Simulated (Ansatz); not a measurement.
# CF+ (triplet): the correlation ladder, cc-pVDZ

Aim: climb from Hartree-Fock through coupled cluster and multireference methods for CF+ (triplet) at one geometry and basis, and see what each rung misses.

Computed with Ansatz 0.2.0, Gaussian basis. Level: cc-pVDZ, core rule «outside noble gas», up to 2 orbitals frozen.

The runs, in order: UHF; CCSD(T) on ROHF; CCSD(T) on UHF; BCCD(T) on ROHF; CISD; CCSDT(Q) on ROHF; CCSDT(Q) on UHF; CISDTQ; CCSDTQ on ROHF; CCSDTQ on UHF; CASSCF and MRCISD+Q, 10 electrons in 8 orbitals; CASSCF and MRCISD+Q(relaxed), 10 electrons in 8 orbitals; CASSCF and NEVPT2, 10 electrons in 8 orbitals.

7 further runs of the same task are left out: 2 that didn't finish, 5 set aside as unsound or not needed.

## (1) What is computed

The geometry is a PBE0/def2-TZVP stationary point (not a proven minimum) of the parent state, kept for this charge and spin.

2 atoms, charge 1, spin multiplicity 3.

Atoms are counted from 1 here; the program's logs count them from 0.

Bond lengths: C1–F2 1.316 Å.

## (2) UHF

in.yaml reads:

```yaml
crystal:
  periodic: [false, false, false]
  atoms:
    - {symbol: C, position_ang: [0.000000, 0.000000, 0.000000]}
    - {symbol: F, position_ang: [0.000000, 0.000000, 1.315900]}
basis:
  gaussian: {orbitals: cc-pVDZ}
total_charge: 1
magnetization: {spin_polarized: true, initial_magnetization: 2}
hamiltonian: {xc: hf}
output: {orbitals: {seedname: orbitals}}
```

On the command line:

```
ansatz run in.yaml --threads 1 --pin off --events-out ev --progress --plain --max-ram 4096MiB --backend cpu
```

After this run come: CCSD(T) on ROHF; CCSD(T) on UHF; BCCD(T) on ROHF; CISD; CCSDT(Q) on ROHF; CCSDT(Q) on UHF; CISDTQ; CCSDTQ on ROHF; CCSDTQ on UHF; CASSCF and MRCISD+Q, 10 electrons in 8 orbitals; CASSCF and MRCISD+Q(relaxed), 10 electrons in 8 orbitals; CASSCF and NEVPT2, 10 electrons in 8 orbitals.

Q: Predict the results of all the runs planned. Wanted: UCCSDTQ below the RHF energy; RMP2 from UCCSDTQ; UMP2 from UCCSDTQ; RCCSD from UCCSDTQ; RCCSD(T) from UCCSDTQ; UCCSD(T) from UCCSDTQ; RCCSDT(Q) from UCCSDTQ; UCCSDT(Q) from UCCSDTQ; NEVPT2 valence from UCCSDTQ.

As calculated:

| quantity | value |
| --- | --- |
| UCCSDTQ below the RHF energy | -7.3460 eV |
| RMP2 from UCCSDTQ | +586.1 meV |
| UMP2 from UCCSDTQ | +550.5 meV |
| RCCSD from UCCSDTQ | +276.7 meV |
| RCCSD(T) from UCCSDTQ | +47.7 meV |
| UCCSD(T) from UCCSDTQ | +47.8 meV |
| RCCSDT(Q) from UCCSDTQ | +5.0 meV |
| UCCSDT(Q) from UCCSDTQ | -8.5 meV |
| NEVPT2 valence from UCCSDTQ | +765.8 meV |
| MRCISD+Q valence from UCCSDTQ | +36.1 meV |
| MRCISD+Q(relaxed) valence from UCCSDTQ | -0.2 meV |
| levels within 1 kcal/mol (43 meV) | RCCSDT, UCCSDT, CISDTQ, RCCSDT(Q), UCCSDT(Q), RCCSDTQ, MRCISD+Q valence, MRCISD+Q(relaxed) valence |
| T1 diagnostic | 0.038 |
| effectively unpaired electrons | 2.02 |

What this shows: RCCSD(T) lands +47.7 meV from the yardstick (0.6 % of the correlation energy). One determinant dominates. Of the multireference levels listed MRCISD+Q(relaxed) valence comes nearest in total energy (-0.2 meV), which doesn't show that its space is the better one. These misses are within one basis, not against nature; the frozen cores of restricted and unrestricted runs differ, which can shift their rows.
